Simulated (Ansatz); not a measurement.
in.yaml

```yaml
crystal:
  periodic: [false, false, false]
  atoms:
    - {symbol: I, position_ang: [0.000000, -0.022913, 0.000000]}
    - {symbol: H, position_ang: [0.000000, 1.442415, -1.490088]}
    - {symbol: H, position_ang: [0.000000, 1.442476, 1.490029]}
basis:
  gaussian: {orbitals: def2-SVP}
total_charge: 1
magnetization: {spin_polarized: false}
correlation: {method: ccsdt_q, electrons: outside_noble_gas}
accuracy: high
scf: {lower_state_search: full}
output: {forces: true}
```

```sh
$ ansatz run in.yaml --threads 1 --pin off --events-out ev --progress --plain --max-ram 2393MiB
```

The program prints:

```
803 factors; integrals over basis functions are off by at most 2.9e-9 eV
mean field evaluation 1: about -8090.6260 eV, gradient 1.6e1 eV
mean field evaluation 2: about -8090.6273 eV, gradient 1.6e1 eV
mean field evaluation 4: about -8091.9429 eV, gradient 1.4e0 eV
mean field evaluation 8: about -8091.9553 eV, gradient 4.3e-3 eV
mean field evaluation 16: about -8091.7429 eV, gradient 9.0e0 eV
mean field -8091.95534031 eV, -297.3738738320 hartree, gradient 2.0e-8 eV, S^2 0.000000; 0 other end points of the search recorded, 0 dependent functions left out; unrestricted orbitals would lower it
9 core orbitals not correlated: weight in the atoms' cores, before any rotation towards them, 1.000 or more for the frozen orbitals, at most 0.000 for the correlated occupied ones
reference -8091.95534031 eV, -297.3738738320 hartree; 4, 4 occupied and 23, 23 virtual orbitals, 803 factors
second order -3.37296976 eV of doubles, -0.00000000 eV of singles
cycle   1  -3.80574773 eV  change   -4.3e-1 eV  update   7.9e-2
cycle   2  -4.20022786 eV  change   -3.9e-1 eV  update   4.3e-2
cycle   3  -4.25632076 eV  change   -5.6e-2 eV  update   1.5e-2
cycle   4  -4.24992373 eV  change    6.4e-3 eV  update   4.9e-3
cycle   5  -4.25467922 eV  change   -4.8e-3 eV  update   2.3e-3
cycle   6  -4.25483255 eV  change   -1.5e-4 eV  update   1.1e-3
cycle   7  -4.25463345 eV  change    2.0e-4 eV  update   2.9e-4
cycle   8  -4.25484085 eV  change   -2.1e-4 eV  update   1.0e-4
cycle   9  -4.25485547 eV  change   -1.5e-5 eV  update   4.2e-5
cycle  10  -4.25483551 eV  change    2.0e-5 eV  update   1.4e-5
cycle  11  -4.25484332 eV  change   -7.8e-6 eV  update   5.5e-6
cycle  12  -4.25484560 eV  change   -2.3e-6 eV  update   2.5e-6
cycle  13  -4.25484895 eV  change   -3.4e-6 eV  update   8.0e-7
cycle  14  -4.25484882 eV  change    1.4e-7 eV  update   3.3e-7
cycle  15  -4.25484859 eV  change    2.2e-7 eV  update   1.3e-7
cycle  16  -4.25484844 eV  change    1.5e-7 eV  update   5.7e-8
cycle  17  -4.25484847 eV  change   -2.6e-8 eV  update   2.9e-8
cycle  18  -4.25484841 eV  change    6.1e-8 eV  update   3.3e-8
cycle  19  -4.25484836 eV  change    4.7e-8 eV  update   1.3e-8
cycle  20  -4.25484835 eV  change    1.4e-8 eV  update   4.6e-9
cycle  21  -4.25484835 eV  change   2.0e-10 eV  update   1.8e-9
cycle  22  -4.25484835 eV  change  -6.8e-10 eV  update  8.9e-10
cycle  23  -4.25484835 eV  change  -3.3e-10 eV  update  4.3e-10
perturbative correction -0.00870681 eV, -0.0003199695 hartree
the calculation of the forces begins
Total energy: -8096.21889547 eV, -297.5305565943 hartree
Atom 0 at     0.000000    -0.022913     0.000000 Å, force     0.000000     4.120402    -0.000084 eV/Å
Atom 1 at     0.000000     1.442415    -1.490088 Å, force     0.000000    -2.060157     2.142512 eV/Å
Atom 2 at     0.000000     1.442476     1.490029 Å, force    -0.000000    -2.060245    -2.142428 eV/Å
Dipole moment:     0.000000     0.455304    -0.000009 e Å
```

Forces (eV/Å):
```
I    0.000  4.120  0.000
H    0.000 -2.060  2.143
H    0.000 -2.060 -2.142
```

Ran on 1 thread of Arm Neoverse N1, shared host: 24 s wall, 0.3 GiB peak host memory.
